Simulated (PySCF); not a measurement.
Energy of O (oxygen, neutral) between two integer charges

The 2p beta orbital of [He] 2s2 2p4 is emptied in steps (occupation f), with all orbitals relaxed, ending at [He] 2s2 2p3. All numbers are calculated (PySCF 2.14, the non-relativistic Hamiltonian (point nucleus), in aug-pcseg-2). The exact energy is a straight line in f; departures are measured from the line between the end points of the same method.

```
  f  LDA (eV)  PBE (eV)  PBE0 (eV)  r2SCAN (eV)  LC-wPBE (eV)  BHandHLYP (eV)  wB97X (eV)  MN15 (eV)
  1     0.000     0.000      0.000        0.000         0.000           0.000       0.000      0.000
0.9    -0.594    -0.586     -0.396       -0.523        -0.138          -0.214      -0.159     -0.311
0.7    -1.401    -1.378     -0.929       -1.221        -0.327          -0.512      -0.377     -0.731
0.5    -1.683    -1.649     -1.110       -1.450        -0.390          -0.622      -0.451     -0.876
0.3    -1.424    -1.388     -0.933       -1.213        -0.326          -0.532      -0.377     -0.737
0.1    -0.613    -0.593     -0.398       -0.517        -0.137          -0.233      -0.158     -0.315
  0     0.000     0.000      0.000        0.000         0.000           0.000       0.000      0.000
```

**Question.** For LDA, how does the orbital energy at f = 1 compare with the removal energy?

**Answer.** −ε = 7.447 eV against a total-energy difference of 14.001 eV. By Janak's theorem ε = ∂E/∂f, so the gap between them reflects the curvature. Along the path −ε is 8.689 (f = 0.9), 11.261 (f = 0.7), 13.932 (f = 0.5), 16.672 (f = 0.3), 19.440 (f = 0.1) eV.

```json
{"method": "LDA", "E(f=0) − E(f=1) (eV)": "14.001", "−ε at f=1 (eV)": "7.447", "−ε at f=0.5 (eV)": "13.932"}
{"method": "PBE", "E(f=0) − E(f=1) (eV)": "14.078", "−ε at f=1 (eV)": "7.605", "−ε at f=0.5 (eV)": "14.045"}
{"method": "PBE0", "E(f=0) − E(f=1) (eV)": "13.867", "−ε at f=1 (eV)": "9.490", "−ε at f=0.5 (eV)": "13.855"}
{"method": "r2SCAN", "E(f=0) − E(f=1) (eV)": "13.736", "−ε at f=1 (eV)": "7.923", "−ε at f=0.5 (eV)": "13.760"}
{"method": "LC-wPBE", "E(f=0) − E(f=1) (eV)": "14.145", "−ε at f=1 (eV)": "12.618", "−ε at f=0.5 (eV)": "14.148"}
{"method": "BHandHLYP", "E(f=0) − E(f=1) (eV)": "13.760", "−ε at f=1 (eV)": "11.409", "−ε at f=0.5 (eV)": "13.699"}
{"method": "wB97X", "E(f=0) − E(f=1) (eV)": "13.836", "−ε at f=1 (eV)": "12.083", "−ε at f=0.5 (eV)": "13.834"}
{"method": "MN15", "E(f=0) − E(f=1) (eV)": "13.896", "−ε at f=1 (eV)": "10.460", "−ε at f=0.5 (eV)": "13.877"}
```

Reference removal energy between the ground levels: 13.618 eV (measured; NIST Atomic Spectra Database, ionization energies). The calculation has no spin-orbit coupling.
